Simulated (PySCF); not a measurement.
Point-charge models of `[SiH3][NH][AlH2]` against its computed dipole.

Coordinates (PBE0-D3(BJ)/def2-SVP, Å) and charges (e) from the PBE0/pcSseg-1 density (PySCF):

```tsv
atom	x	y	z	Mulliken	IAO	Hirshfeld	ESP-fitted
Al1	1.903	-0.110	0.043	+0.8370	+0.7543	+0.5152	+0.8762
N2	0.212	0.004	0.620	-0.9004	-0.9401	-0.3824	-0.8032
Si3	-1.272	0.067	-0.292	+0.6150	+0.7294	+0.3372	+0.5906
H4	3.048	-0.128	1.140	-0.2330	-0.2025	-0.1672	-0.2930
H5	2.152	-0.186	-1.520	-0.2254	-0.2016	-0.1624	-0.2693
H6	0.080	0.051	1.630	+0.2304	+0.2636	+0.1109	+0.3117
H7	-2.203	-1.052	0.065	-0.1104	-0.1400	-0.0876	-0.1430
H8	-2.023	1.345	-0.075	-0.1106	-0.1413	-0.0881	-0.1449
H9	-0.915	-0.042	-1.738	-0.1026	-0.1219	-0.0757	-0.1252
```

Q: What dipole does each set of charges give (1 e·Å = 4.803 D), and what does the density give?

A: The full density gives (0.03, 0.03, 0.88) D, 0.88 D in size; dipole vectors point from the negative to the positive end.

| scheme | μx | μy | μz | size (D) | share of the full size (%) | angle to the full dipole (°) |
| --- | --- | --- | --- | --- | --- | --- |
| Mulliken | 0.02 | 0.00 | -0.34 | 0.34 | 39 | 175 |
| IAO | -0.08 | 0.01 | -0.22 | 0.23 | 27 | 162 |
| Hirshfeld | 0.29 | -0.01 | 0.27 | 0.39 | 45 | 46 |
| ESP-fitted | 0.10 | 0.02 | 0.81 | 0.82 | 93 | 5 |

Q: Which set comes closest?

A: Length of the difference vector: ESP-fitted 0.10 D, Hirshfeld 0.67 D, IAO 1.10 D, Mulliken 1.22 D. Closest: ESP-fitted. ESP charges are fitted to the potential around the molecule, whose slowest-falling term is the dipole's. 

Q: What is left for the Hirshfeld atoms' own dipoles?

A: The shares of the density sum to the whole, so what Σ q r misses lies in dipoles about the nuclei. The atomic dipoles sum to (0.03, 0.03, 0.88) − (0.29, -0.01, 0.27) = (-0.26, 0.04, 0.61) D, 0.67 D in size.

Q: With the origin at the mean of the coordinates, (0.109, -0.006, -0.014) Å, which are the largest single terms, by size, of the Mulliken dipole along the direction of the full one?

A: N2 -2.76, H6 +1.82, H5 +1.56, H4 -1.39, Si3 -0.95 D; all 9 atoms together -0.34 D. The single terms depend on the origin, their sum doesn't.

Q: Give the size of the full dipole in other units.

A: 0.88 D = 0.346 au = 0.183 e·Å = 2.94 × 10⁻³⁰ C·m.

Geometry: PBE0-D3(BJ)/def2-SVP; no solvent, vibrations or thermal averaging.
